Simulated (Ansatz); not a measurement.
Where PBE holds and where it fails for bcc Nb

Programs: Ansatz (an electronic-structure program).

| property | PBE | LDA | PBEsol | r²SCAN | HSE06 | reference | PBE less reference |
|---|---|---|---|---|---|---|---|
| lattice constant a (Å) | 3.310 | 3.247 | 3.271 | 3.303 | 3.296 | 3.294 | +0.49 % |
| bulk modulus B0 (GPa) | 169 | 191 | 181 | 173 | 180 | 173 | -2.3 % |
| cohesive energy (eV/atom) | 7.00 | 8.51 | 7.70 | 6.43 | 6.16 | 7.6 | not scored |
| elastic constant C11 (GPa) | 243 | 278 | 263 | 251 | 267 | 253 | not scored |
| elastic constant C44 (GPa) | 13.9 | 10.2 | 13.5 | 10.7 | 1.9 | 30.8 | not scored |
| polycrystal shear modulus (GPa) | 25.2 | 23.9 | 26.2 | 22.6 | 15.0 | – | – |

It does well for the bulk modulus (-2.3 %). In between: lattice constant a (+0.49 %). Where no measured value is used, PBE differs from HSE06 by +68 % in the Voigt–Reuss–Hill shear modulus.

Low-temperature values still hold zero-point motion unless their source removed it.

Called good within 5.0 % for the bulk modulus.

Called well off clearly beyond 0.50 % for the lattice constant a, 10.0 % for the bulk modulus (bounds picked here from the quality of each reference).

Not scored: cohesive energy (a doubt on the run), elastic constant C11 (a doubt on the run), elastic constant C44 (a doubt on the run).

The references are measured values: lattice constant a corrected to a static lattice, bulk modulus corrected to a static lattice, cohesive energy corrected to a static lattice, elastic constant C11 low temperature, elastic constant C44 low temperature.

Unless a row names a cell, each level is at its own relaxed cell.

Caveats: hybrids on metals are sensitive to the k mesh (HSE06); the free atom's electronic state is in doubt (PBE, PBEsol, HSE06); the shear constants of this metal are likely not converged at this k mesh and smearing (PBE, LDA, PBEsol, r²SCAN, HSE06). Ansatz's density-functional and Hartree–Fock values are scalar-relativistic unless marked +SOC, with PAW data made under PBE.

References as tabulated in Mejia-Rodriguez and Trickey (2018), arXiv:1807.09216; Wang et al. (2022), arXiv:2209.12322.
